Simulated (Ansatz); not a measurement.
System: BeH, net charge 1, singlet state. SMILES: [BeH+]
Coordinates optimised at B3LYP-D3(BJ)/def2-TZVP (Ansatz, a first-principles code):
```xyz
2

Be     0.0000     0.0000    -0.2644
H      0.0000     0.0000     1.0577
```
Charge +1, spin multiplicity 1.

Quantity: vertical electron affinity (to the doublet state of charge +0; a negative value means that the extra electron is unbound and the number depends on the basis; each state is the SCF solution reached for its spin), in eV. Valence correlation only, unless marked. Open shells are spin-unrestricted. No spin-orbit coupling. No relativistic terms. Basis-set limits of correlation are two-point, X^-3; Hartree-Fock from the larger set.

```csv
level,program,vertical electron affinity (eV)
PBE/def2-TZVPD,Ansatz,8.41
PBE0/def2-TZVPD,Ansatz,8.42
```

### Question
Estimate the value at CCSD(T)/CBS(def2-TZVPPD,def2-QZVPPD) as computed with Ansatz.

### Answer
8.28 eV, so PBE0/def2-TZVPD differs from it by 0.14 eV.
